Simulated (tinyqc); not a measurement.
Worked calculation: extended Hueckel theory, for CH2. One step of it, computed by the program tinyqc.

Problem. Mulliken analysis. P = C n C^T; charge = valence electrons (C 4, H 1) minus the sum of (P S)_ii on the atom; overlap population = 2 sum P_ij S_ij between two atoms.

coefficients:
```
,MO1,MO2,MO3,MO4,MO5,MO6
1C 2s,0.796690,0.000000,-0.250040,0.000000,0.000000,1.032971
1C 2px,0.000000,0.000000,0.000000,1.000000,0.000000,0.000000
1C 2py,0.000000,0.475414,0.000000,0.000000,1.196781,0.000000
1C 2pz,-0.027227,0.000000,0.907192,0.000000,0.000000,0.583289
2H 1s,0.193127,0.469035,0.167172,0.000000,-0.836481,-0.901366
3H 1s,0.193127,-0.469035,0.167172,0.000000,0.836481,-0.901366
```

occupations: 2.000000  2.000000  2.000000  0.000000  0.000000  0.000000

overlap S:
```
,1C 2s,1C 2px,1C 2py,1C 2pz,2H 1s,3H 1s
1C 2s,1.000000,0.000000,0.000000,0.000000,0.466571,0.466571
1C 2px,0.000000,1.000000,0.000000,0.000000,0.000000,0.000000
1C 2py,0.000000,0.000000,1.000000,0.000000,0.423020,-0.423020
1C 2pz,0.000000,0.000000,0.000000,1.000000,0.216108,0.216108
2H 1s,0.466571,0.000000,0.423020,0.216108,1.000000,0.098449
3H 1s,0.466571,0.000000,-0.423020,0.216108,0.098449,1.000000
```

Give: charges; Overlap populations.

Solution.

charges: 1C -0.207, 2H 0.103, 3H 0.103

Overlap populations:
```
pair,value
2-1,0.713002
3-1,0.713002
3-2,-0.060940
```
